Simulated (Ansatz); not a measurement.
## One structure, 3 elements: Sr3V, Sr3Nb, Sr3Ta

Plane-wave DFT in Ansatz with scalar-relativistic PAW potentials, cutoff 420 eV, Γ-centred meshes chosen by cell and gap, Gaussian smearing with energies taken to zero width. Every cell was relaxed (cell and atoms) in a run of its own, within the symmetry of its start. Functional: PBE.

All members share space group Pm-3m and the same sites; only the element on one set of sites changes (V, Nb, Ta). Members needn't be the stable form of their composition. Energies over the elements, where given, are against the elements' standard states in the same functional (H₂, N₂, O₂ and halogens uncorrected, Hg as a solid). The first member:

Space group Pm-3m (No. 221). a = 5.485 Å, b = 5.485 Å, c = 5.485 Å, α = 90.00°, β = 90.00°, γ = 90.00°
```json
{"atom": "Sr", "site": "3c", "symmetry": "4/mm.m", "x": "0.0000", "y": "0.5000", "z": "0.5000"}
{"atom": "V", "site": "1a", "symmetry": "m-3m", "x": "0.0000", "y": "0.0000", "z": "0.0000"}
```

Q: How do size, gap and binding change down the group?

A:
```tsv
compound	V (Å³/atom)	a (Å)	energy over elements (eV/atom)	largest moment (μB)
Sr3V	41.25	5.485	0.607	3.53
Sr3Nb	37.64	5.320	0.902	no spin
Sr3Ta	36.83	5.281	1.016	no spin
```

Over the series the volume shrinks at each step down the group; all are metallic on the mesh; none is bound against its elements in this structure, and V comes closest. Ta is no larger than Nb here (36.83 against 37.64 Å³/atom), as one expects from the lanthanide contraction and relativistic shrinking of 6s.

Spin-orbit coupling is left out, which matters for the bands of heavy elements. Magnetic cells started from one order each; another order can shift an energy by tens of meV per atom.